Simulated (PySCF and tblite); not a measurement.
Values are calculated unless marked as measured or tabulated.
System: C₄H₉NO, numbered as in [CH3:1][CH2:2][N:3]([CH3:4])[CH:5]=[O:6].

Motion: rotation about the C2–N3 bond (torsion C1–C2–N3–C4 from 70° to -70°, falling). GFN2-xTB gives an electronic barrier of 3.4 kcal/mol.

Problem. What does PBE0/pcSseg-1 + D3(BJ), IEF-PCM cyclohexane give on PBE0-D3(BJ)/def2-SVP geometries?

Solution. A barrier of 4.3 kcal/mol, 0.9 above the tight-binding barrier (from unrounded values) and, with GFN2-xTB thermal terms, ΔG‡(298 K) = 5.0 kcal/mol and k = 1.3×10⁹ s⁻¹ (1 equivalent path).

Problem. And the level of the geometries itself, PBE0-D3(BJ)/def2-SVP?

Solution. 4.3 kcal/mol.

Programs: tblite and PySCF.
